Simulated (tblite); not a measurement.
C₆H₉ (doublet state).
Bonds: C1–C2, C2–C3 (triple), C3–C4, C4–C5, C5–C6. Hydrogens: H7, H8, H9 on C1; H10, H11 on C4; H12 on C5; H13, H14, H15 on C6.
Bond orders are those of one Lewis drawing.

Computed with GFN2-xTB (tblite), gas phase: L-BFGS steps from a force-field or distance-geometry start until the largest atomic force falls under 0.01 eV/Å.

At the end of the run (lengths in Å): C1–C2 1.448, C6–H13 1.090, C4–H11 1.096, C5–H12 1.077, C6–H15 1.099, C5–C6 1.477, C4–C5 1.486, C4–C5–C6 121.1°, C2–C3–C4 175.5°, C3–C4–C5 108.8°, C1–C2–C3 177.9°, C3–C4–C5–C6 87°, H13–C6–C5–C4 157°, H10–C4–C5–C6 -32°.

Question: These geometries were met on the way; a selection of coordinates is given. Order them by energy above the end point, lowest first.
A. C1–C2 1.448, C6–H13 1.086, C4–H11 1.094, C5–H12 1.078, C6–H15 1.098, C5–C6 1.482, C4–C5 1.491, C4–C5–C6 120.1°, C2–C3–C4 174.3°, C3–C4–C5 108.5°, C1–C2–C3 177.9°, C3–C4–C5–C6 69°, H13–C6–C5–C4 178°, H10–C4–C5–C6 -51°
B. C1–C2 1.491, C6–H13 1.133, C4–H11 1.130, C5–H12 1.109, C6–H15 1.128, C5–C6 1.501, C4–C5 1.506, C4–C5–C6 114.7°, C2–C3–C4 179.2°, C3–C4–C5 111.0°, C1–C2–C3 177.9°, C3–C4–C5–C6 61°, H13–C6–C5–C4 -173°, H10–C4–C5–C6 -62°
C. C1–C2 1.448, C6–H13 1.072, C4–H11 1.084, C5–H12 1.072, C6–H15 1.094, C5–C6 1.474, C4–C5 1.491, C4–C5–C6 119.7°, C2–C3–C4 179.5°, C3–C4–C5 107.9°, C1–C2–C3 177.2°, C3–C4–C5–C6 64°, H13–C6–C5–C4 -177°, H10–C4–C5–C6 -55°
D. C1–C2 1.450, C6–H13 1.093, C4–H11 1.097, C5–H12 1.078, C6–H15 1.095, C5–C6 1.477, C4–C5 1.487, C4–C5–C6 120.0°, C2–C3–C4 178.4°, C3–C4–C5 107.9°, C1–C2–C3 177.9°, C3–C4–C5–C6 67°, H13–C6–C5–C4 -179°, H10–C4–C5–C6 -53°
E. C1–C2 1.466, C6–H13 1.098, C4–H11 1.099, C5–H12 1.093, C6–H15 1.121, C5–C6 1.493, C4–C5 1.503, C4–C5–C6 116.9°, C2–C3–C4 179.3°, C3–C4–C5 109.7°, C1–C2–C3 177.6°, C3–C4–C5–C6 62°, H13–C6–C5–C4 -174°, H10–C4–C5–C6 -59°

Answer: A (0.023 eV), D (0.044 eV), C (0.088 eV), E (0.204 eV), B (0.348 eV).

```csv
step,E above end (eV),"rms distance from the end, all atoms (Å)",largest force (eV/Å),rms shift of all bonds from the end (Å)
10,0.023,0.243,0.155,0.003
6,0.044,0.247,0.329,0.003
3,0.088,0.250,0.791,0.008
1,0.204,0.256,1.263,0.014
0,0.348,0.259,1.769,0.025
```

Rows stand in the order of the answer.
